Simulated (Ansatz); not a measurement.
# ClF (charge -1): ladder of basis sets from a Python script

How does the energy of ClF (charge -1) converge with the basis? The task is a ladder of basis sets, for ClF (charge -1).

Computed with the Python package of Ansatz 0.2.0. The levels of theory stand in the script.

**1. Starting point**

Bond lengths: Cl1–F2 1.685 Å.

The script reads clf.xyz:

```xyz
2

Cl    0.00000    0.00000    0.00000
F     0.00000    0.00000    1.68500
```

**2. The code**

Input file clf.py:

```python
"""How the energy of ClF(-) converges with the basis."""

import logging
import sys
import warnings

import ansatz

logging.basicConfig(stream=sys.stdout, format="%(name)s: %(message)s")
log = logging.getLogger("clf")
log.setLevel(logging.INFO)


def main() -> None:
    warnings.simplefilter("ignore", ansatz.DeckWarning)

    geometry = ansatz.Crystal.molecule_from_extxyz("clf.xyz")

    model = (
        geometry.calculation()
        .correlation("CCSD(T)")
        .charge(-1)
        .spin("collinear", total=1)
    )

    energies = {}
    for basis in ["cc-pVDZ", "cc-pVTZ", "cc-pVQZ"]:
        rep = model.basis(gaussian=basis).run(threads=1, backend="cpu").report
        size = rep["n_frozen"] + rep["n_occupied"][0] + rep["n_virtual"][0]
        energies[basis] = (rep["reference_energy_ev"] / 27.211386246, rep["free_energy_ev"] / 27.211386246)
        log.info(f"{basis:14s} {size:4d} orbitals  reference {energies[basis][0]:14.6f} Ha  total {energies[basis][1]:14.6f} Ha")

    # correlation energy at the basis limit from E(X) = E + A / X^3
    small, large = (energies[b][1] - energies[b][0] for b in ("cc-pVTZ", "cc-pVQZ"))
    limit = (4 ** 3 * large - 3 ** 3 * small) / (4 ** 3 - 3 ** 3)
    log.info(f"correlation energy: {small:.6f} and {large:.6f} Ha, extrapolated {limit:.6f} Ha")
    log.info(f"share caught by the larger set: {100 * large / limit:.1f} %")


if __name__ == "__main__":
    main()
```

**3. The calls as engine input**

The engine receives this input (first run):

```yaml
crystal:
  periodic: [false, false, false]
  atoms:
    - { symbol: Cl, position_ang: [0.0, 0.0, 0.0] }
    - { symbol: F, position_ang: [0.0, 0.0, 1.685] }
basis:
  gaussian:
    orbitals: cc-pVDZ
magnetization:
  spin_polarized: true
  initial_magnetization: 1.0
total_charge: -1.0
correlation:
  method: ccsd_t
```

**4. The run**

Run with:

```sh
> python clf.py
```

**Question.** How far does the total energy move along this ladder of basis sets?

**Answer**, as computed:

| quantity | value |
| --- | --- |
| extrapolated correlation energy | -0.575030 Ha |
| runs compared | 3 |
| correlation energy, last run | -14.602 eV |

What this shows: Against cc-pVDZ: cc-pVTZ -210.6 mHa and cc-pVQZ -283.5 mHa. The last step alone is -72.89 mHa. Caveats:
- The drop along the ladder measures the basis error, and is no property of the molecule.
- The geometry is a force-field or estimated start, not a minimum of this method, and the last set is no limit. Much of the fall in a total is atomic energy, which cancels in bond and reaction energies.
- The species is open-shell (spin multiplicity 2).
- Inner cores stay frozen, so this is valence correlation.
- For Al to Cl the sets with a tight d function, cc-pV(X+d)Z, are usual.
- The spin state was assumed, and another may lie lower.
- An extrapolation from small basis sets is rough.
- Anions want diffuse functions, which this basis lacks.
